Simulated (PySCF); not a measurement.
## Na₂ and its ions

r²SCAN; Na 6-31G(d,p); no relativity (PySCF 2.14). Neutral (UKS): singlet (closed shell), Re = 3.129 Å, ωe = 157 cm⁻¹, De = 0.61 eV, HOMO -3.12 eV, LUMO -1.65 eV.

Na₂⁺ (UKS): doublet (σ ↑), Re = 3.600 Å, ωe = 115 cm⁻¹, De = 0.99 eV to Na⁺ + Na. The energies at the minima are -324.48823 hartree for Na2 and -324.31321 for Na₂⁺.

Task: Work out the adiabatic ionisation energy, without and with harmonic zero-point energies (1 hartree = 27.2114 eV, 1 eV = 8065.5 cm⁻¹), and the change of the bond length.

Result: At r²SCAN: 0.17502 hartree = 4.763 eV between the minima; the zero-point term (115.0 − 157.0)/2 cm⁻¹ = -0.003 eV makes it 4.760 eV. Re changes by +47.1 pm against the neutral. Minus the HOMO energy is 3.12 eV, -1.64 eV from the value between the minima; self-interaction puts the Kohn–Sham level too high, less so with exact exchange. The electron leaves a σ orbital, and the longer bond of the ion fits a bonding orbital, or a change in how ionic the bond is.

Closed-shell solutions of metal pairs were not tested for spin polarisation, which can lower them a little. States were picked by a PBE0 search and need not be the measured ground states.
